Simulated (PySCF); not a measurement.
**Structure from NMR data**

The spectra below were simulated for a compound C4H8O.

1H NMR (400 MHz, computed): δ 4.27 (m, 1H), 2.09 (m, 2H), 1.90 (m, 2H), 1.55 (m, 1H), 1.35 (m, 1H), 0.84 (br s, 1H).

13C{1H} NMR (computed): δ 72.6 (CH), 35.2 (CH2, 2C), 14.3 (CH2).

Computed data (PySCF 2.14): σ from GIAO-B97-2/pcSseg-2, PBE0-D3(BJ)/def2-TZVP structure. No relativistic terms, single conformer, in vacuum, fast rotation and ring inversion assumed for equivalent nuclei.

Chemical shifts δ = σref − σ; 1H (31.64 ppm), 13C (185.38 ppm) against TMS, all at this level.

Q: Deduce the structure.

A: 
- Rings plus π bonds: 1 (1 ring in the answer).
- 3 carbon signals for 4 carbons: some carbons are equivalent by symmetry or fast rotation.
- Carbon types of the structure: 1 × CH, 3 × CH2, leaving 1 H on heteroatoms.
- δC 72.6: sp3 CH bonded to O; pulled downfield by the heteroatom.
- δC 35.2, 14.3: sp3 CH2 in a ring; aliphatic region, no heteroatom directly attached.
- δH 4.27: hydrogen on an sp3 CH bonded to O; its carbon carries O, an electronegative neighbour.
- δH 2.09, 1.90, 1.55, 1.35: hydrogen on an sp3 CH2 in a ring.
- δH 0.84: hydrogen on an alcohol oxygen; exchangeable, gas-phase position.

These data were computed for SMILES OC1CCC1.

The data come from this structure; uniqueness wasn't tested.

The OH or NH signal is concentration- and solvent-dependent in practice; the value given is the gas-phase one. Shifts are as computed. Against solution values, carbons near 30 ppm lie about +3 ppm off and those near 130 ppm about +7 ppm. Of 1211 compounds with measured shifts, 218 miss one by over three times the rms of a fit or turn the order of signals round; such compounds aren't used in these exercises. No couplings were computed; multiplicities are counted from neighbouring protons, with m where these are inequivalent, close in shift, in a saturated or five-membered ring or joined by F or P, and br s for small geminal =CH2 splittings.
